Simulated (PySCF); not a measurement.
Converging N2 in the basis (MP2)

PySCF, RHF reference; singlet, unpaired electrons none; De to N + N without counterpoise correction. Frozen cores follow the default of each basis and core potential.

| basis | relativity | functions | Re (Å) | ωe (cm⁻¹) | De (eV) | frozen orbitals |
| --- | --- | --- | --- | --- | --- | --- |
| 3-21G | no relativity | 18 | 1.149 | 1847 | 7.48 | 2 |
| x2c-SVPall | spin-free X2C | 28 | 1.122 | 2235 | 9.54 | 2 |
| aug-cc-pVDZ | no relativity | 46 | 1.132 | 2157 | 9.37 | 2 |
| x2c-TZVPPall | spin-free X2C | 62 | 1.113 | 2197 | 9.95 | 2 |
| def2-TZVPPD | no relativity | 74 | 1.113 | 2196 | 9.97 | 2 |

Task: How does each smaller set differ from the one with most functions, def2-TZVPPD?

Result: 3-21G: +3.6 pm, -15.9 % in ωe, -2.49 eV in De; x2c-SVPall: +0.9 pm, +1.8 % in ωe, -0.43 eV in De; aug-cc-pVDZ: +1.9 pm, -1.8 % in ωe, -0.60 eV in De; x2c-TZVPPall: +0.0 pm, +0.0 % in ωe, -0.02 eV in De. All at MP2; the set with most functions is neither the basis-set limit nor always the best. The rows treat relativity differently, so the differences are not basis effects alone.

Measured (Huber and Herzberg, Constants of Diatomic Molecules (1979)): Re = 1.097685 Å, ωe = 2358.57 cm⁻¹. Correlated steps freeze 2 core orbitals. Correlated levels converge slowly with the basis: in double zeta they bind strong bonds too weakly, by up to about 1 eV, and carry superposition errors of some tenths. Where the molecule has an RHF reference, its open-shell atoms are computed with UHF. 3-21G is very small, so such numbers show the basis as much as the molecule.
